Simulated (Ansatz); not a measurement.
in.yaml

```yaml
crystal:
  periodic: [false, false, false]
  atoms:
    - {symbol: C, position_ang: [0.000000, 0.000000, 0.000000]}
    - {symbol: H, position_ang: [0.722372, 1.485734, 1.481748]}
    - {symbol: H, position_ang: [-0.741287, -1.475934, 1.482201]}
    - {symbol: H, position_ang: [-0.717562, 1.478271, -1.491518]}
    - {symbol: H, position_ang: [0.736477, -1.488071, -1.472431]}
basis:
  gaussian: {orbitals: 6-31G}
total_charge: 1
magnetization: {spin_polarized: false, initial_magnetization: 1}
correlation: {method: bccd_t, electrons: outside_noble_gas}
```

```sh
$ ansatz run in.yaml --threads 1 --pin off --events-out ev --progress --plain --max-ram 2393MiB
```

Roughly how long does this take on 1 thread of Arm Neoverse V2, shared host, and how much host memory?

1.3 s wall and 0.13 GiB.

```
255 factors; integrals over basis functions are off by at most 1.4e-4 eV
mean field evaluation 1: about -1061.7503 eV, gradient 2.6e1 eV
mean field evaluation 2: about -1061.7488 eV, gradient 2.6e1 eV
mean field evaluation 4: about -1064.4338 eV, gradient 7.5e-1 eV
mean field evaluation 8: about -1064.4961 eV, gradient 1.4e-1 eV
mean field evaluation 16: about -1064.5693 eV, gradient 1.0e0 eV
mean field evaluation 32: about -1064.4971 eV, gradient 1.4e-1 eV
mean field evaluation 64: about -1063.5017 eV, gradient 5.2e-4 eV
mean field evaluation 96: about -1064.4970 eV, gradient 1.4e-6 eV
mean field evaluation 128: about -1062.9987 eV, gradient 5.9e0 eV
mean field evaluation 160: about -1065.3243 eV, gradient 1.2e-1 eV
...
mean field -1065.32446208 eV, -39.1499518788 hartree, gradient 1.8e-6 eV, S^2 0.750000; 14 other end points of the search recorded, 0 dependent functions left out
...
determinant -1065.32446208 eV, -39.1499518788 hartree, with singles and doubles -1071.34793961 eV, -39.3713105949 hartree
determinant -1064.60024469 eV, -39.1233373805 hartree, with singles and doubles -1071.34734309 eV, -39.3712886733 hartree
determinant -1064.49700883 eV, -39.1195435324 hartree, with singles and doubles -1071.23773256 eV, -39.3672605606 hartree
determinant -1063.62489338 eV, -39.0874938808 hartree, with singles and doubles -1070.02340947 eV, -39.3226350100 hartree
determinant -1063.50166830 eV, -39.0829654427 hartree, with singles and doubles -1071.07928265 eV, -39.3614376337 hartree
determinant -1065.32446208 eV, -39.1499518788 hartree, with singles and doubles -1071.45724436 eV, -39.3753274703 hartree
determinant -1064.60024469 eV, -39.1233373805 hartree, with singles and doubles -1071.44733900 eV, -39.3749634553 hartree
determinant -1064.49700883 eV, -39.1195435324 hartree, with singles and doubles -1071.32607876 eV, -39.3705072235 hartree
determinant -1063.50166830 eV, -39.0829654427 hartree, with singles and doubles -1071.22752226 eV, -39.3668853388 hartree
unrestricted determinant -1069.83545537 eV, -39.3157278244 hartree, S^2 2.6568
1 core orbitals not correlated: weight in the atoms' cores, before any rotation towards them, 1.000 or more for the frozen orbitals, at most 0.000 for the correlated occupied ones
reference -1065.32446208 eV, -39.1499518788 hartree; 4, 3 occupied and 12, 13 virtual orbitals, 255 factors
second order -4.29819314 eV of doubles, -0.00883814 eV of singles
...
cycle  40  -6.24650809 eV  change   -7.2e-7 eV  update   1.3e-5
cycle  41  -6.24650569 eV  change    2.4e-6 eV  update   1.3e-5
cycle  42  -6.24650495 eV  change    7.5e-7 eV  update   1.3e-5
cycle  43  -6.24650657 eV  change   -1.6e-6 eV  update   1.2e-5
cycle  44  -6.24650480 eV  change    1.8e-6 eV  update   1.2e-5
cycle  45  -6.24649829 eV  change    6.5e-6 eV  update   1.1e-5
cycle  46  -6.24649226 eV  change    6.0e-6 eV  update   9.9e-6
cycle  47  -6.24649148 eV  change    7.8e-7 eV  update   8.6e-6
cycle  48  -6.24648968 eV  change    1.8e-6 eV  update   6.7e-6
cycle  49  -6.24649339 eV  change   -3.7e-6 eV  update   5.4e-6
perturbative correction -0.39254173 eV, -0.0144256427 hartree
WARN: the results are in doubt because among natural orbitals full CI differs from the method by -0.238 eV
Total energy: -1071.96349721 eV, -39.3939319193 hartree
In doubt: among natural orbitals full CI differs from the method by -0.238 eV
```

The singles that turn the determinant into the Brueckner one have T1 = 0.223, so far that the spin and state of the result can't be checked.
